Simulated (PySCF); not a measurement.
## Computed spin Hamiltonian

Species: CHCl (triplet state).
Bonds: C1–Cl2. Hydrogens: H3 on C1.

The species is `[CH]Cl` [triplet].

Method used: UKS B3LYP, pcH-1 on C Cl H, non-relativistic, mean-field spin-orbit, GIAO in PySCF. Geometry: GFN2-xTB; no solvent, vibrations or thermal averaging. This triplet need not be the ground state; the singlet was not compared here. Couplings are sensitive to structure, and on GFN2-xTB geometries they can be far from those on DFT ones.

```json
{
  "g1, g2, g3": "2.00241, 2.00513, 2.00552",
  "g_iso": "2.00435",
  "Form of g": "close to axial: the two nearest values differ by 13 % of g3 − g1",
  "⟨S²⟩": "2.0055 (exact 2.0000)",
  "α and β electrons": "13, 11",
  "Total energy": "-498.76592 Eh"
}
```

Hyperfine couplings atom by atom, in mT; T1 to T3 are the principal values of the dipolar part (MHz turned into mT with g_iso):

```csv
atom,isotope,a_iso,of which spin–orbit,T1,T2,T3,Mulliken spin population
C1,13C,11.62,0.01,-2.63,0.71,1.92,1.77
Cl2,35Cl,0.48,0.00,-1.22,0.47,0.75,0.23
H3,1H,1.53,0.00,-0.85,-0.46,1.31,0.00
```

The largest Mulliken spin populations are on C1 (+1.77) and Cl2 (+0.23).

Axes: g1 points within 15° of the C1–Cl2 bond and g3 is normal to the molecular plane.

The 13C coupling of C1 (325.8 MHz) shows only in satellite lines or after enrichment, since that isotope makes up about 1.07 % of natural carbon.
